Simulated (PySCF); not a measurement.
# Which enantiomer?

Theory: TDDFT BHandHLYP/def2-SVPD circular dichroism and optical rotation, one conformer, gas phase in PySCF 2.14.0. Geometry: GFN2-xTB.

States above about 7.3 eV (minus the energy of the highest occupied orbital) lie near or above the ionisation threshold and depend on the basis.

Values for one enantiomer of C$_{5}$H$_{10}$S, R in 10⁻⁴⁰ esu² cm² (velocity form):
```tsv
λ (nm)	f	R
263	0.0002	+5.5
196	0.048	-27.0
185	0.010	-16.1
183	0.030	+28.5
177	0.060	+63.9
168	0.002	-2.3
160	0.019	+47.0
157	0.012	+8.1
155	0.029	-4.2
154	0.002	+5.8
152	0.006	-6.2
151	0.151	-17.2
147	0.045	-20.7
146	0.064	-15.4
144	0.094	+11.2
144	0.010	-5.2
```

[α] at 589.3 nm: +376 deg dm⁻¹ (g/mL)⁻¹ (origin-invariant length gauge).

Question: Which structure gives these signs?
A. C[C@H]1C[C@H](C)S1
B. C[C@@H]1C[C@@H](C)S1

Answer: B. Its CIP labels in SMILES order are R, R; the other enantiomer gives every sign reversed.

Geometry of C[C@@H]1C[C@@H](C)S1 as run:
```xyz
16

C     2.396    0.150    0.180
C     0.934    0.138    0.562
C     0.023   -0.774   -0.267
C    -1.023    0.284   -0.637
C    -2.358    0.142    0.061
S     0.005    1.650    0.055
H     2.926    0.924    0.731
H     2.508    0.348   -0.884
H     2.848   -0.815    0.408
H     0.816   -0.004    1.638
H    -0.391   -1.614    0.292
H     0.541   -1.163   -1.144
H    -1.161    0.425   -1.710
H    -2.216    0.063    1.137
H    -2.986    1.007   -0.141
H    -2.869   -0.753   -0.292
```
